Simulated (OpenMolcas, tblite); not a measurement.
# How methods differ on PO2 (phosphorus dioxide)

PO2 has 3 atoms, charge 0, and is taken as a doublet. As SMILES, `[O]P=O`. The shape is that of a GFN2-xTB optimisation.

```jsonl
{"atom": "O", "x (Å)": "0.3317", "y (Å)": "1.2263", "z (Å)": "0.3177"}
{"atom": "P", "x (Å)": "-0.4039", "y (Å)": "0.0770", "z (Å)": "-0.2121"}
{"atom": "O", "x (Å)": "0.0722", "y (Å)": "-1.3033", "z (Å)": "-0.1055"}
```

Each level gives the vertical ionisation energy (to the singlet cation) (eV). The values are calculated.

| level | kind | program | value (eV) | less FCI/STO-3G | CPU time (all runs) |
| --- | --- | --- | --- | --- | --- |
| IPEA1-xTB | semi-empirical | tblite | 17.14 | +11.19 | under 2 s |
| ROHF/STO-3G | Hartree–Fock | OpenMolcas | 8.16 | +2.21 | 4.8 s |
| USVWN5/STO-3G | LDA | OpenMolcas | 7.50 | +1.55 | 9.1 s |
| UPBE/STO-3G | GGA | OpenMolcas | 7.50 | +1.55 | 11 s |
| U-r2SCAN/STO-3G | meta-GGA | OpenMolcas | 7.78 | +1.83 | 12 s |
| UB3LYP/STO-3G | global hybrid | OpenMolcas | 7.83 | +1.88 | 9.9 s |
| FCI/STO-3G | exact in the basis | OpenMolcas | 5.95 | 0.00 | 76 s |

FCI/STO-3G is exact within its basis and frozen core, so for wave-function methods in that basis the difference is their error; functionals converge differently with the basis, so for them it is only a difference. The values span 5.95 to 17.14 eV. The xTB values lack the empirical shift that such differences need. All rows use very small basis sets, so even the best lies far from the true value. CPU times are rough (shared hosts, several kinds of processor): they show what a rung costs within a factor of a few.
